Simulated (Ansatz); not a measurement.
# AlBH4 (SMILES [BH2][AlH2]): single points off equilibrium

A test off equilibrium: a structure displaced at random from a GFN2-xTB minimum is computed at several levels, and each is set against CCSD(T).

The runs use Ansatz 0.2.0, Gaussian basis; single points in def2-TZVPP.

Correlated methods freeze the cores.

## (1) The starting structure

SMILES `[BH2][AlH2]`, 6 atoms, charge 0, spin multiplicity 1.

Atoms are counted from 1 here; the program's logs count them from 0.

Bond lengths: B1–Al2 2.058 Å, B1–H3 1.145 Å, B1–H4 1.356 Å, Al2–H5 1.518 Å, Al2–H6 1.566 Å. Angles: Al2–B1–H3 122.0°, Al2–B1–H4 120.4°, H3–B1–H4 117.5°, B1–Al2–H5 125.8°, B1–Al2–H6 120.5°, H5–Al2–H6 110.5°.

Coordinates:

```
atom    x (Å)    y (Å)    z (Å)
  B1  -0.0410  -1.0987   0.0776
 Al2   0.1634   0.9487   0.0905
  H3  -0.8207  -1.6337   0.7226
  H4   0.8131  -1.8692  -0.6399
  H5   1.0824   1.7555  -0.8088
  H6  -0.9741   1.8565   0.6699
```

## (2) CCSD(T)/def2-TZVPP

The input, run/in.yaml:

```yaml
crystal:
  periodic: [false, false, false]
  atoms:
    - {symbol: B, position_ang: [-0.041000, -1.098700, 0.077600]}
    - {symbol: Al, position_ang: [0.163400, 0.948700, 0.090500]}
    - {symbol: H, position_ang: [-0.820700, -1.633700, 0.722600]}
    - {symbol: H, position_ang: [0.813100, -1.869200, -0.639900]}
    - {symbol: H, position_ang: [1.082400, 1.755500, -0.808800]}
    - {symbol: H, position_ang: [-0.974100, 1.856500, 0.669900]}
basis:
  gaussian: {orbitals: def2-TZVPP}
correlation: {method: ccsd_t}
output: {forces: true}
```

The command line of these runs was not kept.

## (3) PBE0-D4/def2-TZVPP

Edit run/in.yaml of step 2 so:

```diff
@@ -11,3 +11,3 @@
   gaussian: {orbitals: def2-TZVPP}
-correlation: {method: ccsd_t}
-output: {forces: true}
+hamiltonian: {xc: pbe0, dispersion: d4}
+output: {forces: true, orbitals: {seedname: orbitals}}
```

## (4) wB97M-V/def2-TZVPP

Edit run/in.yaml of step 3 so:

```diff
@@ -11,3 +11,3 @@
   gaussian: {orbitals: def2-TZVPP}
-hamiltonian: {xc: pbe0, dispersion: d4}
-output: {forces: true, orbitals: {seedname: orbitals}}
+hamiltonian: {xc: {name: wB97M-V}}
+output: {forces: true}
```

## (5) r2SCAN-D4/def2-TZVPP

Edit run/in.yaml of step 4 so:

```diff
@@ -11,3 +11,3 @@
   gaussian: {orbitals: def2-TZVPP}
-hamiltonian: {xc: {name: wB97M-V}}
+hamiltonian: {xc: r2scan, dispersion: d4}
 output: {forces: true}
```

## (6) PBE-D4/def2-TZVPP

Edit run/in.yaml of step 5 so:

```diff
@@ -11,3 +11,3 @@
   gaussian: {orbitals: def2-TZVPP}
-hamiltonian: {xc: r2scan, dispersion: d4}
+hamiltonian: {xc: pbe, dispersion: d4}
 output: {forces: true}
```

## (7) B97M-V/def2-TZVPP

Edit run/in.yaml of step 6 so:

```diff
@@ -11,3 +11,3 @@
   gaussian: {orbitals: def2-TZVPP}
-hamiltonian: {xc: pbe, dispersion: d4}
+hamiltonian: {xc: {name: B97M-V}}
 output: {forces: true}
```

## (8) BHLYP-D4/def2-TZVPP

Edit run/in.yaml of step 7 so:

```diff
@@ -11,3 +11,3 @@
   gaussian: {orbitals: def2-TZVPP}
-hamiltonian: {xc: {name: B97M-V}}
+hamiltonian: {xc: {name: BHLYP}, dispersion: d4}
 output: {forces: true}
```

(Steps that only read results are left out.)

Q: Predict the outcome of this session. Wanted: energy less free atoms, CCSD(T)/def2-TZVPP; RMS force component; RMS force error; HOMO and LUMO, PBE0-D4; T1 diagnostic.

The runs gave:

| quantity | value |
| --- | --- |
| energy less free atoms, CCSD(T)/def2-TZVPP | -15.370 eV |
| RMS force component | 1.093 to 1.158 eV/Å over the methods |
| RMS force error | PBE0-D4 0.043, wB97M-V 0.062, r2SCAN-D4 0.034, PBE-D4 0.108, B97M-V 0.078, BHLYP-D4 0.096 eV/Å |
| HOMO and LUMO, PBE0-D4 | -7.63 and -3.30 eV |
| T1 diagnostic | 0.009 |

In words: Against CCSD(T) the functionals' energies less atoms differ by -0.697 to -0.092 eV, PBE-D4 by -0.092 eV. CCSD(T) in triple zeta still lacks some correlation energy of the bonds, so part of these gaps is its own basis error and they don't rank the functionals. On forces the order runs from r2SCAN-D4 to PBE-D4. Frozen-core CCSD(T) forces in triple zeta carry basis errors of their own, and this is one geometry, so small gaps rank nothing.
